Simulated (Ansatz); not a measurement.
Grey tin (α-Sn), treated with B3LYP (VWN-RPA form) in Ansatz (plane waves, PAW).

Run with plane-wave cutoff 460 eV, 8×8×8 k mesh, Fermi–Dirac smearing 0.01 eV, scalar-relativistic PAW data made under PBE.

The cell has the measured lattice: a = 6.483 Å, b = 6.483 Å, c = 6.483 Å, α = 90.00°, β = 90.00°, γ = 90.00°.

Problem. What does this level give for the width of the whole s-p valence band?

Solution. 
- width of the whole s-p valence band: 11.85 eV

The run finds no gap.

Note: the run warned that the count of filled bands differs between k points; cell and atoms aren't relaxed at this level (pressure 3.9 GPa).

Spin–orbit coupling is not included; it can open a gap where bands touch, and shift volumes and moduli.

The computed numbers hold no vibrational or temperature effects.

Ansatz is a quantum-chemistry and plane-wave program.
